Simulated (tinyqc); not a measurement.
Worked calculation: coupled-perturbed Hartree-Fock on RHF in the sto-3g basis, for H2O, spin multiplicity 1. One step of it, computed by the program tinyqc.

Problem. Iteration 8 (converged): orbitals. Diagonalise F' = X^T F X, C = X C', fill 5 alpha and 5 beta electrons from the bottom; D = 2 C_occ C_occ^T. Each column has its largest component positive (the first on a tie).

converged F (hartree):
```
             1O 1s      1O 2s     1O 2px     1O 2py     1O 2pz      2H 1s      3H 1s
1O 1s   -20.257075  -5.163700   0.000000   0.000000  -0.024521  -0.782404  -0.782404
1O 2s    -5.163700  -2.402530   0.000000   0.000000  -0.062210  -0.751268  -0.751268
1O 2px    0.000000   0.000000  -0.386053   0.000000   0.000000   0.000000   0.000000
1O 2py    0.000000   0.000000   0.000000  -0.216527   0.000000  -0.351893   0.351893
1O 2pz   -0.024521  -0.062210   0.000000   0.000000  -0.258802  -0.306839  -0.306839
2H 1s    -0.782404  -0.751268   0.000000  -0.351893  -0.306839  -0.384350  -0.216025
3H 1s    -0.782404  -0.751268   0.000000   0.351893  -0.306839  -0.216025  -0.384350
```

X:
```
            1O 1s      1O 2s    1O 2px     1O 2py     1O 2pz      2H 1s      3H 1s
1O 1s    1.023499  -0.135490  0.000000   0.000000  -0.006662   0.018294   0.018294
1O 2s   -0.135490   1.141665  0.000000   0.000000   0.062580  -0.207636  -0.207636
1O 2px   0.000000   0.000000  1.000000   0.000000   0.000000   0.000000   0.000000
1O 2py   0.000000   0.000000  0.000000   1.067314   0.000000  -0.166161   0.166161
1O 2pz  -0.006662   0.062580  0.000000   0.000000   1.032706  -0.108932  -0.108932
2H 1s    0.018294  -0.207636  0.000000  -0.166161  -0.108932   1.114020  -0.053980
3H 1s    0.018294  -0.207636  0.000000   0.166161  -0.108932  -0.053980   1.114020
```

Give: F' = X^T F X; orbital energies; coefficients C; D after iteration 8.

Solution.

F' = X^T F X (hartree):
```
          1        2        3        4        5        6        7
1  -19.8835  -2.6825   0.0000   0.0000  -0.0512  -0.0792  -0.0792
2   -2.6825  -1.3268   0.0000   0.0000   0.0960  -0.3812  -0.3812
3    0.0000   0.0000  -0.3861   0.0000   0.0000   0.0000   0.0000
4    0.0000   0.0000   0.0000  -0.0063   0.0000  -0.3870   0.3870
5   -0.0512   0.0960   0.0000   0.0000  -0.1477  -0.2860  -0.2860
6   -0.0792  -0.3812   0.0000  -0.3870  -0.2860  -0.0272  -0.0588
7   -0.0792  -0.3812   0.0000   0.3870  -0.2860  -0.0588  -0.0272
```

orbital energies (hartree): MO1 -20.2653, MO2 -1.1964, MO3 -0.5351, MO4 -0.4260, MO5 -0.3861, MO6 0.4437, MO7 0.5603

coefficients C:
```
            MO1      MO2      MO3      MO4     MO5      MO6      MO7
1O 1s    0.9945  -0.2410   0.0000   0.0896  0.0000  -0.1073   0.0000
1O 2s    0.0236   0.8984   0.0000  -0.4571  0.0000   0.6287   0.0000
1O 2px   0.0000   0.0000   0.0000   0.0000  1.0000   0.0000   0.0000
1O 2py   0.0000   0.0000   0.6044   0.0000  0.0000   0.0000   0.9105
1O 2pz   0.0029   0.0751   0.0000   0.7486  0.0000   0.7267   0.0000
2H 1s   -0.0043   0.1396   0.4543   0.3386  0.0000  -0.6950  -0.7095
3H 1s   -0.0043   0.1396  -0.4543   0.3386  0.0000  -0.6950   0.7095
```

D after iteration 8:
```
          1O 1s    1O 2s  1O 2px   1O 2py   1O 2pz    2H 1s    3H 1s
1O 1s    2.1102  -0.4678  0.0000   0.0000   0.1036  -0.0152  -0.0152
1O 2s   -0.4678   2.0332  0.0000   0.0000  -0.5494  -0.0590  -0.0590
1O 2px   0.0000   0.0000  2.0000   0.0000   0.0000   0.0000   0.0000
1O 2py   0.0000   0.0000  0.0000   0.7306   0.0000   0.5491  -0.5491
1O 2pz   0.1036  -0.5494  0.0000   0.0000   1.1322   0.5279   0.5279
2H 1s   -0.0152  -0.0590  0.0000   0.5491   0.5279   0.6810  -0.1445
3H 1s   -0.0152  -0.0590  0.0000  -0.5491   0.5279  -0.1445   0.6810
```
